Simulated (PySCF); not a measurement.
Species, as SMILES: Cl (HCl).
Geometry (B3LYP-D3(BJ)/def2-TZVP, fixed):
```
Cl
H 1 1.2820
```

Basis-set convergence of the lowest singlet excitation energy at PBE with PySCF. Tamm-Dancoff approximation; the state is taken by its order, and sets in which it differs in degeneracy or brightness are left out, yet its character can still change. All functions are spherical. Density fitting with generated auxiliary sets. No added dispersion term, no relativity. Reference: the value in aug-pcseg-3, 7.069 eV, itself unsure by roughly 0.016 eV (its mean distance from aug-cc-pV(Q+d)Z, aug-pcseg-2, aug-cc-pV(T+d)Z). Deviations are taken from unrounded values.

| basis | functions | lowest singlet excitation energy (eV) | minus reference (eV) |
|---|---|---|---|
| def2-SVPD | 35 | 7.406 | 0.337 |
| aug-cc-pV(D+d)Z | 41 | 7.074 | 0.005 |
| def2-TZVP | 43 | 7.563 | 0.494 |
| cc-pV(T+d)Z | 53 | 7.543 | 0.473 |
| def2-TZVPP | 56 | 7.568 | 0.499 |
| jun-cc-pV(T+d)Z | 62 | 7.516 | 0.447 |
| 6-311++G(3df,3pd) | 65 | 7.129 | 0.060 |
| def2-QZVPPD | 112 | 7.196 | 0.127 |
| pcseg-4 | 166 | 7.155 | 0.086 |

Of the sets listed that have larger relatives (same family, alike in diffuse functions), none stays within 0.2 eV of the reference together with them. Inside the window by cancellation, since a larger relative falls out: aug-cc-pV(D+d)Z. Inside, with no larger relative to test it: 6-311++G(3df,3pd), def2-QZVPPD, pcseg-4. (Relatives not listed, tested too: aug-cc-pV(T+d)Z 0.019, aug-cc-pV(Q+d)Z 0.009, aug-cc-pV(5+d)Z 0.002 eV.)
